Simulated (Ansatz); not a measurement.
hydrogen cyanide (SMILES C#N) moved off its minimum; all values from Ansatz (an electronic-structure program), cores frozen in correlated methods.
(charge 0, multiplicity 1)
```xyz
3

C      0.0879    -0.0621    -0.4265
N      0.1044    -0.0278     0.4817
H      0.0543     0.0224    -1.5812
```

Give the forces (eV/Å), the total energy and the dipole at CCSD(T)/aug-cc-pVTZ.


| atom | Fx | Fy | Fz |
|---|---|---|---|
| C1 | -1.395 | -1.821 | -71.940 |
| N2 | 1.283 | 2.287 | 68.934 |
| H3 | 0.112 | -0.467 | 3.005 |
Energy -93.0338 hartree, dipole 3.11 D.
